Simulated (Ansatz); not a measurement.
A structure relaxed at PBE0-D4/def2-TZVP, charge 0, multiplicity 1:

```xyz
9

C    -1.126    0.316   -1.287
C    -0.288   -0.212   -0.401
N     0.341    0.579    0.558
C     1.127    0.004    1.367
H    -1.613   -0.301   -2.031
H    -1.334    1.379   -1.275
H    -0.069   -1.284   -0.402
H     1.633    0.595    2.127
H     1.329   -1.075    1.343
```

(1) Give its formula and SMILES.

(2) Point group (tolerance 0.08 Å, 0.16 Å for H)?

(3) Summarise the bond lengths by kind.

## Answers

(1) C3H5N, `C=CN=C`.

(2) Cs.

(3) 1 × C–C 1.328 Å; 5 × C–H 1.082 to 1.098 Å; 2 × C–N 1.266 to 1.393 Å.

Results of the Gaussian-basis code of Ansatz.
